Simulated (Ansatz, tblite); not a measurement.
**The cluster NiO2−: a ladder of methods and basis sets**

The task here is to estimate one member of a computed series from the others.

Program: Ansatz 0.2.0, Gaussian basis. Level of theory: as each input shows. These are calculated values, not measurements.

Plan: GFN1-xTB, GFN2-xTB, PBE-D4/def2-TZVPD, r2SCAN-D4/def2-TZVPD, HF/def2-TZVPD, ωB97M-V/def2-TZVPD, r2SCAN0-D4/def2-TZVPD, ωB97X-V/def2-TZVPD, r2SCANh-D4/def2-TZVPD, PBE-D4/def2-SVPD, PBE0-D4/def2-SVPD, HF/6-31G, B3LYP-D4/6-31G, CCSD(T)/def2-TZVPPD, MP2/def2-TZVPD, RPA/def2-TZVPD.

## The geometry

The doublet was relaxed beforehand with PBE0-D4/def2-TZVPD. At that level it is the lowest of the isomers that a small search found.

3 atoms, charge -1, spin multiplicity 2.

Bond lengths: Ni1–O2 1.636 Å, Ni1–O3 1.724 Å. Angles: O2–Ni1–O3 180.0°.

Geometry (Å):

```xyz
3

Ni   -0.0258   -0.0139    0.0004
O    -1.4659   -0.7906    0.0240
O     1.4917    0.8045   -0.0244
```

No spin-orbit coupling is included. The ion is computed in the gas phase, without counter-ions or solvent.

PBE0-D4/def2-TZVPD was run before; its log isn't repeated, and its numbers join the tables.

The first run:

Tight binding, by tblite at 300 K electronic temperature and without a spin-polarisation term:

```python
tblite.interface.Calculator('GFN1-xTB', numbers, positions, charge=-1, uhf=1).singlepoint()
```

Tight binding, by tblite at 300 K electronic temperature and without a spin-polarisation term:

```python
tblite.interface.Calculator('GFN2-xTB', numbers, positions, charge=-1, uhf=1).singlepoint()
```

start.molden holds the orbitals of an earlier run on this state, given as this run's starting guess.

File in.yaml:

```yaml
crystal:
  periodic: [false, false, false]
  atoms:
    - {symbol: Ni, position_ang: [-0.025826, -0.013927, 0.000420]}
    - {symbol: O, position_ang: [-1.465854, -0.790581, 0.024000]}
    - {symbol: O, position_ang: [1.491681, 0.804508, -0.024411]}
basis:
  gaussian: {orbitals: def2-TZVPD, initial_orbitals: start.molden}
total_charge: -1
magnetization: {spin_polarized: true, initial_magnetization: 1}
hamiltonian: {xc: pbe, dispersion: d4}
scf: {omitted_lower_state_checks: [starts]}
output: {orbitals: {seedname: orbitals}}
```

On the command line:

```
$ ansatz run in.yaml --threads 4 --pin off --events-out ev --progress --plain --max-ram 3916MiB
```

Among the steps run: PBE-D4/def2-TZVPD; r2SCAN-D4/def2-TZVPD; HF/def2-TZVPD; ωB97M-V/def2-TZVPD; r2SCAN0-D4/def2-TZVPD; ωB97X-V/def2-TZVPD; r2SCANh-D4/def2-TZVPD; PBE-D4/def2-SVPD; PBE0-D4/def2-SVPD; HF/6-31G; B3LYP-D4/6-31G; CCSD(T)/def2-TZVPPD; MP2/def2-TZVPD; RPA/def2-TZVPD.

One of the session's tables, all rows but one given; the rest of the session is left out.

```
                level  HOMO (eV)  LUMO (eV)  gap (eV)
             HF/6-31G      -3.40       6.57      9.97
        HF/def2-TZVPD      -3.73       5.15      8.88
     PBE-D4/def2-SVPD       0.26       0.39      0.14
    PBE-D4/def2-TZVPD       0.17       0.29      0.12
 r2SCAN-D4/def2-TZVPD      -0.18       0.64      0.82
r2SCANh-D4/def2-TZVPD          ?          ?         ?
       B3LYP-D4/6-31G      -0.63       1.94      2.57
    PBE0-D4/def2-SVPD      -1.27       1.69      2.95
   PBE0-D4/def2-TZVPD      -1.30       1.71      3.01
r2SCAN0-D4/def2-TZVPD      -1.43       2.08      3.51
   ωB97X-V/def2-TZVPD      -3.74       3.98      7.72
   ωB97M-V/def2-TZVPD      -3.81       3.81      7.61
```

**Question.** Estimate the row for r2SCANh-D4/def2-TZVPD.

Worked estimate for «HOMO (eV)». Against the share of exact exchange, r2SCAN-D4/def2-TZVPD (0, -0.18), r2SCAN0-D4/def2-TZVPD (0.25, -1.43) give a slope of -5.00 per unit share; at 0.1 the line stands at -0.68.

As computed: HOMO (eV): -0.69; LUMO (eV): 1.28; gap (eV): 1.97. In «HOMO (eV)» the line misses by +0.01.

Limits of these values: Doubts: large T1 diagnostic, spin contamination. Notes on CCSD(T)/def2-TZVPPD: large T1 diagnostic, spin contamination.
